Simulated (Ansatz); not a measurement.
## C5H4O, SMILES CC#CC=C=O: a single point in a Gaussian basis, step by step

With the Python package of Ansatz (0.2.0).

Contents of `c5h4o.xyz`:
```text
10

C     2.15640    0.14890    0.29930
C     0.72630   -0.10630    0.12470
C    -0.44840   -0.31040   -0.01960
C    -1.83220   -0.55970   -0.18820
C    -2.62720    0.42900   -0.45780
O    -3.36370    1.31260   -0.70260
H     2.32060    1.01600    0.94610
H     2.63640    0.34770   -0.66360
H     2.65260   -0.71340    0.75460
H    -2.22080   -1.56430   -0.09280
```

Notebook, run cell by cell (the value of a cell's last expression is shown):

```python
from pathlib import Path
import warnings

import ansatz as az
```

```python
warnings.simplefilter("ignore", az.DeckWarning)
```

```python
molecule = az.Crystal.molecule_from_extxyz("c5h4o.xyz")
```

```python
calc = (
    molecule.calculation()
    .basis(gaussian="def2-SVP")
    .functional(az.LibraryFunctional("SVWN5"))
    .orbitals()
)
print(calc.to_yaml())
outcome = calc.run(runs_dir="out")
report = outcome.report

report["reference_energy_ev"]
```

    crystal:
      periodic: [false, false, false]
      atoms:
        - { symbol: C, position_ang: [2.1564, 0.1489, 0.2993] }
        - { symbol: C, position_ang: [0.7263, -0.1063, 0.1247] }
        - { symbol: C, position_ang: [-0.4484, -0.3104, -0.0196] }
        - { symbol: C, position_ang: [-1.8322, -0.5597, -0.1882] }
        - { symbol: C, position_ang: [-2.6272, 0.429, -0.4578] }
        - { symbol: O, position_ang: [-3.3637, 1.3126, -0.7026] }
        - { symbol: H, position_ang: [2.3206, 1.016, 0.9461] }
        - { symbol: H, position_ang: [2.6364, 0.3477, -0.6636] }
        - { symbol: H, position_ang: [2.6526, -0.7134, 0.7546] }
        - { symbol: H, position_ang: [-2.2208, -1.5643, -0.0928] }
    basis:
      gaussian:
        orbitals: def2-SVP
    hamiltonian:
      xc:
        name: SVWN5
    output:
      orbitals: {}
    -7226.1761627149735

```python
report["converged"], report["free_energy_ev"]
```

    (True, -7226.1761627149735)

```python
print("reference energy %16.6f eV" % report["reference_energy_ev"])
print("total energy     %16.6f eV" % report["free_energy_ev"])
print("occupied orbitals outside the frozen core (up, down):", report["n_occupied"], " frozen:", report["n_frozen"], " virtual:", report["n_virtual"])
```

    reference energy     -7226.176163 eV
    total energy         -7226.176163 eV
    occupied orbitals outside the frozen core (up, down): [21, 21]  frozen: 0  virtual: [83, 83]

```python
state = report["mean_field"]["state"]
print(f"mean field: {state['energy']['hartree']:.7f} Ha, <S^2> = {abs(state['spin_squared']):.4f}, stability: {state.get('stability', {}).get('kind')}")
```

    mean field: -265.5570759 Ha, <S^2> = 0.0000, stability: minimum

```python
lines = Path(report["orbitals_path"]).read_text().splitlines()
field_of = lambda key: [line.split("=")[1].strip() for line in lines if line.startswith(key)]
orbitals = [(27.211386 * float(e), s, float(n)) for e, s, n in zip(field_of("Ene="), field_of("Spin="), field_of("Occup="))]
homo = max(e for e, _, n in orbitals if n > 0.5)
lumo = min(e for e, _, n in orbitals if n < 0.5)
print(f"HOMO {homo:.3f} eV, LUMO {lumo:.3f} eV, gap {lumo - homo:.3f} eV")
```

    HOMO -5.297 eV, LUMO -2.568 eV, gap 2.730 eV

Notes:
- Total energies depend on the basis set; only differences at equal settings carry meaning.
- The geometry is a force-field or estimated start, not a minimum of this method, and the basis set is short of its limit.
- Levels such as HOMO and LUMO are orbital energies: with these approximate functionals they aren't the ionisation energy and electron affinity, and their gap isn't the fundamental gap.
- Wall time of the script: 1.3 s on 1 thread of Arm Neoverse V2, with other jobs on the host, peak memory 0.18 GiB.
